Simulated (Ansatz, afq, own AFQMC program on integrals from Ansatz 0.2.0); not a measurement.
AFQMC on a folder of integrals that Ansatz 0.2.0 wrote.

```yaml
crystal:
  periodic: [false, false, false]
  atoms:
    - {symbol: Si, position_ang: [0.000000, 0.000000, 0.000000]}
    - {symbol: H, position_ang: [0.864673, 0.868123, 0.869455]}
    - {symbol: H, position_ang: [-0.869974, -0.866902, 0.865375]}
    - {symbol: H, position_ang: [-0.864856, 0.866715, -0.870676]}
    - {symbol: H, position_ang: [0.870158, -0.867936, -0.864154]}
basis:
  gaussian: {orbitals: "6-31++G**"}
total_charge: -1
magnetization: {spin_polarized: true, initial_magnetization: 1}
correlation: {method: ccsd_t, electrons: outside_noble_gas, hamiltonian_folder: ham}
```

```sh
$ ansatz run in.yaml --threads 1 --pin off --events-out ev --progress --plain --max-ram 1382MiB
```

Options of the walk:

```
--method phaseless --trial hf --walkers 120 --populations 1 --least-time 40 --time-step 0.005 --steps-per-block 20 --equilibration-blocks 112 --max-blocks 600 --target-error 0.00108 --factor-cut 1e-05 --start spin_pure --seed 7879 --taylor-order 6
```

Times are imaginary, in 1/Eh. The walk had a cap of 1558 s.

Output of the walk:

```
orbitals 42  electrons 5 4  factors 330 of 430
reference energy -291.17875619 Eh
CCSD correlation -0.14349425 Eh in 10 cycles, weight of the determinant in the CISD state 0.9195
energy of the start -291.178765 Eh
 block  time / (1/Eh)  mean weight  energy / Eh
     1     0.100  1.0009  -291.207400
     2     0.200  1.0008  -291.231436
     3     0.300  1.0016  -291.246139
     4     0.400  1.0000  -291.256670
     5     0.500  1.0002  -291.268606
     7     0.700  1.0014  -291.290874
     9     0.900  1.0009  -291.293410
    18     1.800  1.0015  -291.324401
    52     5.200  1.0009  -291.318005
    86     8.600  1.0009  -291.319025
   120    12.000  0.9996  -291.316062
   154    15.400  1.0000  -291.325466
   188    18.800  1.0006  -291.333354
   222    22.200  0.9988  -291.324450
   256    25.600  1.0003  -291.323315
   290    29.000  1.0000  -291.332596
   324    32.400  0.9998  -291.315372
   358    35.800  1.0012  -291.321307
   392    39.200  0.9988  -291.346264
   426    42.600  0.9997  -291.317203
   460    46.000  1.0002  -291.314244
   494    49.400  0.9987  -291.338623
   528    52.800  1.0001  -291.333289
   562    56.200  0.9988  -291.325510
   596    59.600  0.9994  -291.321540
   630    63.000  1.0007  -291.338262
   664    66.400  1.0002  -291.327229
   698    69.800  0.9974  -291.324967
blocks merged  error / Eh  count
     1  0.000584  600
     2  0.000710  300
     4  0.000901  150
     8  0.001086  75
    16  0.001240  37
    32  0.001350  18
    64  0.001467  9
energy -291.325605 +/- 0.001350 Eh
(rows thinned)
```

The run passed its tests (sampling time, drift between the halves within three errors, error under three times the target), which doesn't prove that it has relaxed.

Against this walk (error 36.7 meV) on the same determinant: CCSD(T) 9.6 meV higher (within the noise), CCSDT(Q) 11.2 meV lower (within the noise). The error is statistical and leaves out the bias of the constraint.

Cautions: constraint bias not in the error; error above the target (36.7 against 29.4 meV).

The walk took 6.1 min on 1 thread of Intel(R) Xeon(R) Platinum 8375C CPU @ 2.90GHz (Ice Lake), with other jobs on the host. The log's last line is the phaseless energy.

CCSDT and higher add their correlation energy to the determinant of the CCSD(T) run, since their own runs factorise the integrals more tightly (a shift of under 2 meV). A walk keeps the symmetry of its determinant, which the program's search chose and which needn't be the lowest solution, so a lower state of the same spin and another symmetry isn't excluded.
